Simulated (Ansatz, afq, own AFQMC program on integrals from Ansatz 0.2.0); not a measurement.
# InH2⁺, singlet in def2-TZVP, levels against full CI

```yaml
atoms:
  - { symbol: In, position_ang: [0.0000, 0.0000, 0.0000] }
  - { symbol: H, position_ang: [0.0000, 0.0000, -3.3508] }
  - { symbol: H, position_ang: [0.0000, 0.0000, 3.3508] }
```

Basis def2-TZVP with its core potentials. Only valence electrons are correlated. Integrals, coupled cluster, full CI and functionals: Ansatz 0.2.0; the random walks run on the same integrals in our own AFQMC program. ph-AFQMC/CISD is guided by a CISD state made of CCSD amplitudes; releasing the constraint for a short imaginary time cuts its bias at the price of noise, slowly where states lie close. ± is one standard error of the sampling. No spin–orbit coupling.

Determinant: RHF, the one that the program's search chose, which needn't be the lowest solution. The geometry is a point of a scan.

Full CI on the same integrals is exact in this basis and with this determinant's frozen core.

Cautions: no spin-orbit coupling; inner d shell frozen; higher spins were not checked; restricted determinant unstable towards unrestricted (UHF 6.94 eV lower, ⟨S²⟩ 1.00); the search met a lower determinant of the same kind, perhaps of another symmetry (1.39 eV lower); strong correlation (T1 0.074, weight of the determinant 0.45, largest double 1.02); the CCSD(T) amplitudes may be one of several solutions (largest double 1.02); the CCSDT(Q) amplitudes may be one of several solutions (largest double 1.03).

The T1 diagnostic is 0.0735 and the weight of the determinant in the CISD state is 0.450. The size of the correlated space is 4 electrons in 53 orbitals.

Reference: full CI, correlation energy -7.859 eV. The released energy is read at 2.40 1/Eh (meV from the phaseless value at times in 1/Eh: -36 ± 40 at 0.24, -48 ± 28 at 0.51, -17 ± 35 at 0.99, 2 ± 35 at 1.62, 4 ± 32 at 2.40). The cautions show a poor starting determinant, so the rows tell how each method copes with it here, and full CI is the sure value.

| level | E − E(reference) (kJ/mol) | share of correlation (%) |
| --- | --- | --- |
| HF | 758.3 | 0.00 |
| MP2 | -311.3 | 141.04 |
| CCSD | 2.0 | 99.74 |
| CCSD(T) | -2.4 | 100.32 |
| CCSDT | -0.1 | 100.01 |
| CCSDT(Q) | 0.1 | 99.99 |
| ph-AFQMC/CISD | -3.7 ± 2.9 | 100.49 |
| released AFQMC | -3.3 ± 3.1 | 100.44 |

CCSDT and higher add their correlation energy to the determinant of the CCSD(T) run, since their own runs factorise the integrals more tightly (a shift of under 2 meV). A walk keeps the symmetry of its determinant, which the program's search chose and which needn't be the lowest solution, so a lower state of the same spin and another symmetry isn't excluded. Released energies are given only where the last usable release times agree within the noise; a slower fall can still hide under it.
